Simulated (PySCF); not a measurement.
Work out the structure from these simulated measurements.

Formula: C4H9F.

| Item | Value |
| --- | --- |
| UV, strongest line | among the 10 lowest singlet transitions: S9 at 9.90 eV (125 nm, f = 0.086) [TDDFT CAM-B3LYP/def2-SVPD] |
| Triplet | lowest triplet excitation (Tamm–Dancoff): 8.67 eV [TDA CAM-B3LYP/def2-SVPD] |
| Couplings | largest of the computed one-bond spin–spin couplings (means over like bonds): 19F–13C -233.3, 13C–1H +152.1 (×2), 13C–1H +131.6 (×3), 13C–1H +131.2 (×2), 13C–1H +129.3 (×2), 13C–13C +40.2, 13C–13C +37.6, 13C–13C +36.6 Hz [B3LYP/pcJ-1, spin–dipole term left out for some pairs] |
| UV, first state | lowest singlet excitation: 8.93 eV (139 nm, f = 0.006) [TDDFT CAM-B3LYP/def2-SVPD] |
| XPS | C1s 290.6, C1s 290.7, C1s 290.8, C1s 293.0, F1s 692.3 eV [ΔSCF SCAN, pcX-2 on the ionised atom, pcseg-1 elsewhere, spin-free X2C] |
| Rotational structure | rotational constants A, B, C: 12.568, 2.362, 2.175 GHz [PBE0-D3(BJ)/def2-SVP] |
| Valence photoelectron | vertical ionisation energy: 11.52 eV [ΔSCF CAM-B3LYP/def2-SVPD] |
| Polarisability | 52.4 au [CAM-B3LYP/def2-SVPD] |
| Dipole | 1.84 D [CAM-B3LYP/def2-SVPD] |

The electronic properties come from PySCF, for the isolated species, density fitting. Levels stand in brackets. Geometry: PBE0-D3(BJ)/def2-SVP, one conformer, isolated molecule.

Problem. Propose a structure and show how it fits.

Solution. Numbering: `[CH3:1][CH2:2][CH2:3][CH2:4][F:5]`. Its formula, C4H9F, gives 0 degrees of unsaturation, so no ring and no π bond. The couplings run between: -233.3 Hz, alkyl fluorine [F5] and sp3 C–F carbon [C4]; +152.1 Hz, sp3 C–F carbon [C4] and its hydrogen (with 1 like pair); +131.6 Hz, methyl carbon [C1] and its hydrogen (with 2 like pairs); +131.2 Hz, chain CH2 carbon [C2] and its hydrogen (with 1 like pair); +129.3 Hz, chain CH2 carbon [C3] and its hydrogen (with 1 like pair); +40.2 Hz, chain CH2 carbon [C3] and sp3 C–F carbon [C4]; +37.6 Hz, methyl carbon [C1] and chain CH2 carbon [C2]; +36.6 Hz, chain CH2 carbon [C2] and chain CH2 carbon [C3]. The core levels belong to: C1s 290.6 eV, chain CH2 carbon [C2]; C1s 290.7 eV, methyl carbon [C1]; C1s 290.8 eV, chain CH2 carbon [C3]; C1s 293.0 eV, sp3 C–F carbon [C4]; F1s 692.3 eV, alkyl fluorine [F5]. The first electron is taken from the HOMO, whose largest Löwdin shares are 0.16 on the alkyl fluorine, 0.16 on each of 2 atoms of one kind (chain CH2 carbon) and 0.15 on the sp3 C–F carbon. The optimised geometry has point group C1 and is an asymmetric top. Structure: 1-fluorobutane, `CCCCF`. Computed isomers that give other values at the same levels: `CC(C)(C)F` (core binding energies: C1s 290.7 (×3), C1s 292.9, F1s 691.7 eV); `CC[C@H](C)F` (rotational constant A: 8.283 GHz; this holds for the one conformer computed); `CC(C)CF` (core binding energies: C1s 290.6 (×2), C1s 290.9, C1s 292.9, F1s 692.3 eV). The assignments are read from this structure; whether some other isomer fits the data as well wasn't checked.

Shape of the structure used: `[CH3:1][CH2:2][CH2:3][CH2:4][F:5]`: C1–C2–C3–C4 178°, C2–C3–C4–F5 -61°.
